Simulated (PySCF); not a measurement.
**Simulated characterisation data**

PySCF 2.14.0 with density-fitted response routines calculation with NMR shieldings at PBE0/pcSseg-1/GIAO, couplings computed with B3LYP/pcJ-1 and geometry: PBE0-D3(BJ)/def2-SVP; no solvent, relativity neglected, fast rotation and ring inversion assumed for equivalent nuclei, a single conformation.

δ = σ(ref) − σ, references computed at the same level: 1H (σ = 31.27 ppm) and 13C (σ = 184.41 ppm) against TMS. Multiplet labels drop J under 1 Hz and among equivalent protons, and merge close values. Unscaled 3J(H,H) run several per cent high. Shifts are as computed. Against solution values, carbons near 30 ppm lie about +2 ppm off and those near 130 ppm about +5 ppm. Of 1211 compounds with measured shifts, 218 miss one by over three times the rms of a fit or turn the order of signals round; such compounds aren't used in these exercises. OH and NH positions are gas-phase values without hydrogen bonding to other molecules.

**1.** hydrogen isocyanide ([NH+]#[C-], CHN). 1H NMR (600 MHz, computed): δ 3.71 (br s, 1H). 13C{1H} NMR (computed): δ 181.2.

**2.** `C#N`, CHN. 1H NMR (600 MHz, computed): δ 2.63 (s, 1H). 13C{1H} NMR (computed): δ 112.5 (CH).
